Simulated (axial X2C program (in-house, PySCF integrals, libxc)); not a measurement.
Potential curves of Cl₂⁻, two-component

All values were computed with an in-house relativistic program for diatomic molecules. Two-component (2c) means X2C with spin–orbit coupling and atomic mean-field two-electron Coulomb and Gaunt terms. Basis: Cl dyall-av3z [9s8p3d2f] (cores contracted in-house); Gaussian nuclei, density fitting, unrestricted open shells. Masses: Cl 34.969 u.

State: Ω = 1/2 (⟨Sz⟩ = 0.50, ⟨Lz⟩ = 0.00 at PBE0). Energies in cm⁻¹ from the fragments at the same level (Cl- + Cl). Fits are polynomials in 1 − R0/R over 0.85 to 1.23 times the lowest point R0.

| R (Å) | PBE0 | HF | MP2 | PW91 |
| --- | --- | --- | --- | --- |
| 2.3046 | -10038 | -1203 | -8279 | -11560 |
| 2.4106 | -11445 | -2932 | -9572 | -13085 |
| 2.4901 | -12018 | -3656 | -10025 | -13762 |
| 2.5695 | -12291 | -4016 | -10155 | -14146 |
| 2.6490 | -12343 | -4106 | -10046 | -14313 |
| 2.7417 | -12206 | -3963 | -9708 | -14311 |
| 2.8344 | -11932 | -3637 | -9218 | -14170 |
| 2.9536 | -11462 | -3052 | -8464 | -13867 |
| 3.0993 | -10818 | -2211 | -7467 | -13417 |
| 3.3113 | -9904 | -939 | -6049 | -12760 |

Correlated methods: 15 electrons correlated (number of frozen shells: Cl 2 s, 1 p), 193 virtual spin orbitals or spinors in MP2.

The state is a single determinant with fixed occupations, the lowest that a limited PBE0 search found. De is counted from the lowest determinant-based energies of the atoms at the same level, without counterpoise correction. Density functionals use the spin component along the axis (collinear). The 2c atoms are single determinants rather than J levels; their spin–orbit lowering is only partly caught, and De is too large by that part. This holds for PBE0, PW91. The functionals have no current-density term, which raises determinants with orbital currents, atoms included. The highest occupied level of some functionals is positive through self-interaction error; at Hartree–Fock it is bound. Hartree–Fock gets electron affinities wrong, so its lowest charge split need not be the true one. MP2 and coupled cluster on one determinant become unreliable at the stretched end.

Fit the PBE0 curve near its minimum: give the equilibrium distance, the harmonic wavenumber and the well depth.

At PBE0, 2c: Re = 2.631 Å, ωe ≈ 228 cm⁻¹, De = 1.53 eV to Cl- + Cl; Be follows as 0.139 cm⁻¹.

What are Re, ωe and De at the HF level?

At HF, 2c: Re = 2.641 Å, ωe ≈ 250 cm⁻¹, De = 0.51 eV to Cl- + Cl; Be follows as 0.138 cm⁻¹.

Fit the MP2 curve near its minimum: give the equilibrium distance, the harmonic wavenumber and the well depth.

At MP2, 2c: Re = 2.569 Å, ωe ≈ 269 cm⁻¹, De = 1.26 eV to Cl- + Cl; Be follows as 0.146 cm⁻¹.

Fit the PW91 curve near its minimum: give the equilibrium distance, the harmonic wavenumber and the well depth.

At PW91, 2c: Re = 2.693 Å, ωe ≈ 198 cm⁻¹, De = 1.78 eV to Cl- + Cl; Be follows as 0.133 cm⁻¹.
